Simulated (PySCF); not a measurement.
# doublet [BHO2]+ at 6 levels

Aim: a comparison of 6 runs (U-wB97X-V/STO-3G, UM06-2X/STO-3G, UPBE0/STO-3G, UMP2/STO-3G, NEVPT2(3,3)/STO-3G, FCI/STO-3G) of doublet [BHO2]+. 

Program for the calculation: PySCF 2.14.0.

6 further runs of the same task are left out: 6 set aside as unsound or not needed.

**1. Starting point**

The species is [BHO2]+ (4 atoms), meant as a doublet with charge +1. SMILES of the parent species: `O=BO`. The coordinates come from a PBE0-D4/def2-TZVP relaxation. That shape belongs to the parent species and isn't relaxed for this state.

Bond lengths: O1–B2 1.210 Å, B2–O3 1.322 Å, O3–H4 0.960 Å. Angles: O1–B2–O3 177.5°, B2–O3–H4 117.0°.

**2. A single-point energy at U-wB97X-V/STO-3G (run 1)**

File input.xyz:

```xyz
4

O     -1.555100     0.523500     0.428500
B     -0.423900     0.132000     0.248600
O      0.816700    -0.302000     0.108600
H      1.162300    -0.353500    -0.785700
```

File run.py:

```python
from pyscf import gto, dft

mol = gto.M(
    atom='input.xyz',
    verbose=3,
    basis='sto-3g',
    spin=1,
    charge=1,
    max_memory=1860,
)

myscf = dft.UKS(mol, xc='wb97x-v')
myscf.grids.level = 5
myscf.nlcgrids.level = 1
myscf.conv_tol = 1e-10
myscf.kernel()
if not myscf.converged:
    myscf = myscf.newton().run(myscf.mo_coeff, myscf.mo_occ)

e_final = myscf.e_tot
print('E = %.10f Eh' % e_final)
```

On the command line:

```console
$ OMP_NUM_THREADS=1 python run.py
```

The log of the run:

```text
WARN: HOMO -0.405650361025534 >= LUMO -0.405650361025535

converged SCF energy = -173.171214509525  <S^2> = 0.77914404  2S+1 = 2.0289347
E = -173.1712145095 Eh
```

Wall time 20 s (1 thread of Arm Neoverse V1, shared host); peak memory 0.19 GiB.

**3. The energy at UM06-2X/STO-3G (run 2)**

File job.py:

```python
from pyscf import gto, dft

system = gto.Mole()
system.atom = [
    ('O', (-1.555100, 0.523500, 0.428500)),
    ('B', (-0.423900, 0.132000, 0.248600)),
    ('O', (0.816700, -0.302000, 0.108600)),
    ('H', (1.162300, -0.353500, -0.785700)),
]
system.spin = 1
system.max_memory = 1860
system.charge = 1
system.verbose = 4
system.basis = 'sto-3g'
system.build()

mf = dft.UKS(system)
mf.xc = 'm06-2x'
mf.conv_tol = 1e-10
mf.grids.level = 5
mf.kernel()
if not mf.converged:
    mf = mf.newton().run(mf.mo_coeff, mf.mo_occ)

e_final = mf.e_tot
print('E(%s) = %.9f' % ('M06-2X', e_final))
```

On the command line:

```console
$ OMP_NUM_THREADS=1 python job.py
```

The log of the run:

```text
PySCF version 2.14.0

[... 115 lines left out ...]
converged SCF energy = -173.209437777935  <S^2> = 0.78581953  2S+1 = 2.0355044
E(M06-2X) = -173.209437778
```

Wall time 7.8 s (1 thread of Arm Neoverse V1, shared host); peak memory 0.2 GiB.

Runs 3 to 4 aren't shown in full; the table further down has their settings and results.

**4. A single-point energy at NEVPT2(3,3)/STO-3G (run 5)**

File job.py:

```python
import numpy
from pyscf import gto, scf, mp, mcscf, mrpt

mol = gto.M(
    atom='''
O     -2.938713     0.989272     0.809748
B     -0.801055     0.249444     0.469786
O      1.543339    -0.570697     0.205224
H      2.196429    -0.668018    -1.484758
''',
    verbose=3,
    max_memory=1860,
    charge=1,
    spin=1,
    unit='bohr',
    basis='sto-3g',
)

mf = mol.ROHF()
mf.conv_tol = 1e-10
mf.kernel()
if not mf.converged:
    mf = mf.newton().run(mf.mo_coeff, mf.mo_occ)

pt = mp.MP2(scf.addons.convert_to_uhf(mf)).run()
noons, natorbs = mcscf.addons.make_natural_orbitals(pt)
print('natural occupations', numpy.round(noons[:40], 4))
cas = mcscf.CASSCF(mf, 3, 3)
cas.fix_spin_(ss=0.75)
cas.natorb = True
cas.kernel(natorbs)
e_pt2 = mrpt.NEVPT(cas).kernel()
etot = cas.e_tot + e_pt2
print(f'total energy: {etot:.8f} hartree')
```

On the command line:

```console
$ OMP_NUM_THREADS=1 python job.py
```

The log of the run:

```text
converged SCF energy = -172.404861586629
E(UMP2) = -172.525122517936  E_corr = -0.12026093130695
E(SCS-UMP2) = -172.525212595188  E_corr = -0.120351008558872
natural occupations [2.     2.     1.9999 1.9979 1.9955 1.9879 1.9838 1.9808 1.9789 1.9732
 1.0007 0.0315 0.0276 0.021  0.0124 0.0088]
CASSCF energy = -172.420421257994
CASCI E = -172.420421257994  E(CI) = -4.36214213305726  S^2 = 0.7500000
Sr    (-1)',   E = -0.00036548624095
Si    (+1)',   E = -0.00109220701198
Sijrs (0)  ,   E = -0.06653615229502
Sijr  (+1) ,   E = -0.00978642414121
Srsi  (-1) ,   E = -0.01542672998955
Srs   (-2) ,   E = -0.00053947304751
Sij   (+2) ,   E = -0.00059700421486
Sir   (0)' ,   E = -0.01463324139874
Nevpt2 Energy = -0.108976718339817
total energy: -172.52939798 hartree
```

It took 2.6 s on 1 thread of Arm Neoverse V1, shared host; peak memory 0.12 GiB.

**5. The energy at FCI/STO-3G (run 6)**

File job.py:

```python
from pyscf import gto, scf, mcscf

system = gto.M(
    atom='''
O     -1.555100     0.523500     0.428500
B     -0.423900     0.132000     0.248600
O      0.816700    -0.302000     0.108600
H      1.162300    -0.353500    -0.785700
''',
    spin=1,
    charge=1,
    max_memory=1860,
    verbose=4,
    basis='sto-3g',
)

mf = scf.ROHF(system)
mf.conv_tol = 1e-10
mf.kernel()
if not mf.converged:
    mf = mf.newton().run(mf.mo_coeff, mf.mo_occ)

cas = mcscf.CASCI(mf, mf.mo_coeff.shape[-1] - 3, (system.nelec[0] - 3, system.nelec[1] - 3))  # full CI above the frozen core
cas.fix_spin_(ss=0.75)
cas.kernel()
e_final = cas.e_tot
print(f'total energy: {e_final:.8f} hartree')
```

On the command line:

```console
$ OMP_NUM_THREADS=1 python job.py
```

The log of the run:

```text
PySCF version 2.14.0

[... 64 lines left out ...]
converged SCF energy = -172.40486157135
[... 1 line left out ...]
******** <class 'pyscf.mcscf.casci.CASCI'> ********
CAS (8e+7e, 13o), ncore = 3, nvir = 0
natorb = False
canonicalization = True
sorting_mo_energy = False
******** <class 'pyscf.fci.addons.SpinPenaltyFCISolver'> ********
max. cycles = 200
conv_tol = 1e-08
davidson only = True
linear dependence = 1e-12
level shift = 0.001
max iter space = 12
nroots = 1
pspace_size = 400
spin = None
Density matrix diagonal elements [1.99074638 1.98917674 1.97240601 1.9802976  1.96044612 1.76192989
 1.95039444 1.1492139  0.07563556 0.09163478 0.04018871 0.02390457
 0.01402531]
CASCI converged
CASCI E = -172.575073127285  E(CI) = -61.6912730317106  S^2 = 0.7500000
total energy: -172.57507313 hartree
```

Wall time 97 s (1 thread of Arm Neoverse V1, shared host); peak memory 0.6 GiB.

**6. Overview of the runs**

| run | level | nlc grid | integration grid | energy (Eh) | HOMO energy (eV) | LUMO energy (eV) | ⟨S²⟩ | wall time |
| --- | --- | --- | --- | --- | --- | --- | --- | --- |
| 1 | U-wB97X-V/STO-3G | 1 | 5 | -173.171215 | -19.67 | -10.76 | 0.779 | 20 s |
| 2 | UM06-2X/STO-3G | – | 5 | -173.209438 | -18.81 | -11.94 | 0.786 | 7.8 s |
| 3 | UPBE0/STO-3G | – | 5 | -173.043799 | -17.24 | -13.09 | 0.779 | 4.2 s |
| 4 | UMP2/STO-3G | – | – | -172.533541 | -20.77 | -6.73 | 0.837 | 0.99 s |
| 5 | NEVPT2(3,3)/STO-3G | – | – | -172.529398 | – | – | – | 2.6 s |
| 6 | FCI/STO-3G | – | – | -172.575073 | – | – | – | 97 s |

**7. What came out**

```
                                          quantity          value
                               run 6: total energy  -172.57507 Eh
run 6: correlation energy (3 core orbitals frozen)     -170.2 mEh
```

In words: Against full CI in this basis: UMP2 +41.5 mEh. Totals of different functionals can't be ranked against each other. In runs 1, 2, 3, 4, 5, 6 the basis is minimal, so the values are rough. All runs together took 2.2 min, the longest 97 s.
